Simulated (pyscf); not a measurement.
H₃Si–AsH–AsH₂ + hydrogen (H₂) → H₃Si–AsH₂ + AsH₃ (four-centre exchange; singlet surface; As–As, H–H broken, As–H, As–H formed). Optimised with ωB97X-D3(BJ)/def2-SVP in PySCF. Energies in kcal/mol from the separated reactants.

| level | barrier | reaction energy |
|---|---|---|
| ωB97X-D3(BJ)/def2-TZVP | 69.4 | +8.3 |
| PBE/def2-TZVP | ? | +3.8 |
| B3LYP-D3(BJ)/def2-TZVP | ? | ? |
| PBE0-D3(BJ)/def2-TZVP | 58.6 | +4.7 |
| ωB97M-D3(BJ)/def2-TZVP | 64.6 | +2.3 |
| HF/def2-TZVP | 84.4 | -3.5 |

**Question.** Some entries are withheld; supply them.

**Answer.** 
- PBE/def2-TZVP, barrier: 52.5
- B3LYP-D3(BJ)/def2-TZVP, barrier: 59.1
- B3LYP-D3(BJ)/def2-TZVP, reaction energy: +4.8

The functionals in the table span 16.9 kcal/mol in this barrier, from PBE to ωB97X-D3(BJ). The same reactants have a lower exit, to H₃Si–AsH• + AsH₂• + H₂ (no saddle counted: cutting one bond costs +50.1 kcal/mol at ωB97M-D3(BJ), against +64.6 kcal/mol here). One saddle was located; it need not be the lowest between these sides. Elements up to Kr have no core potential and no relativistic terms here.
